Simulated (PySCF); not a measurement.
Reaction (SMILES): S (H2S) → [SH-] + H+
B3LYP-D3(BJ)/def2-TZVP geometries, fixed; electronic energies without zero-point terms.
Largest species:
```xyz
3

S      0.0018     0.0003     0.1031
H     -0.0075     0.9678    -0.8277
H     -0.0219    -0.9726    -0.8218
```
Charge 0, spin multiplicity 1.

Basis-set convergence of the deprotonation energy at HF with PySCF. All functions are spherical. Density fitting with generated auxiliary sets. No added dispersion term, no relativity. Functions are those of the species that has most. Reference: the value in aug-pcseg-3, 357.83 kcal/mol, itself unsure by roughly 0.08 kcal/mol (its mean distance from aug-cc-pV(Q+d)Z, def2-QZVPPD). Deviations are taken from unrounded values.

```
basis            functions  deprotonation energy (kcal/mol)
---------------  ---------  -------------------------------
def2-SVP                28                           375.45
def2-SVPD               43                           354.57
pcseg-1                 28                           357.61
aug-pcseg-1             45                           354.39
cc-pV(D+d)Z             33                           369.73
aug-cc-pV(D+d)Z         50                           355.57
6-311G**                38                           355.67
6-311+G**               42                           355.47
def2-TZVP               49                           363.17
def2-TZVPD              64                           357.17
pcseg-2                 62                           361.22
aug-pcseg-2             96                           357.30
cc-pV(T+d)Z             67                           363.68
aug-cc-pV(T+d)Z        101                           357.46
def2-TZVPP              70                           363.48
def2-TZVPPD             85                           357.47
cc-pV(Q+d)Z            124                           360.67
aug-cc-pV(Q+d)Z        181                           357.74
def2-QZVPP             130                           359.66
def2-QZVPPD            145                           357.77
pcseg-3                130                           358.54
aug-pcseg-3            187                           357.83
```

What the diffuse functions change, pair by pair:
- def2-SVP to def2-SVPD: 15 more functions, deviation 17.61 to -3.26 kcal/mol
- pcseg-1 to aug-pcseg-1: 17 more functions, deviation -0.23 to -3.44 kcal/mol
- cc-pV(D+d)Z to aug-cc-pV(D+d)Z: 17 more functions, deviation 11.90 to -2.26 kcal/mol
- 6-311G** to 6-311+G**: 4 more functions, deviation -2.17 to -2.37 kcal/mol
- def2-TZVP to def2-TZVPD: 15 more functions, deviation 5.33 to -0.66 kcal/mol
- pcseg-2 to aug-pcseg-2: 34 more functions, deviation 3.39 to -0.54 kcal/mol
- cc-pV(T+d)Z to aug-cc-pV(T+d)Z: 34 more functions, deviation 5.85 to -0.38 kcal/mol
- def2-TZVPP to def2-TZVPPD: 15 more functions, deviation 5.64 to -0.36 kcal/mol
- cc-pV(Q+d)Z to aug-cc-pV(Q+d)Z: 57 more functions, deviation 2.84 to -0.09 kcal/mol
- def2-QZVPP to def2-QZVPPD: 15 more functions, deviation 1.82 to -0.06 kcal/mol
- pcseg-3 to aug-pcseg-3: 57 more functions, deviation 0.71 to 0.00 kcal/mol

Leaving out the reference's own pair, they bring the value nearer the reference by more than 0.08 kcal/mol in 8 of 10 pairs.
